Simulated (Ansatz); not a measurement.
`[NH2][AlH][Cl]`, charge 0, multiplicity 1.

(1) Give a relaxed structure at PBE0-D4/def2-TZVP (Ansatz 0.2.0). (Best estimate.)

Answers

(1) Computed: 
Cartesian coordinates in Å:
```
N 0.291 -0.750 -0.578
Al -0.132 0.523 0.555
Cl -1.511 1.970 -0.083
H 0.940 -1.494 -0.380
H -0.077 -0.838 -1.511
H 0.489 0.589 1.996
```
Point group Cs.
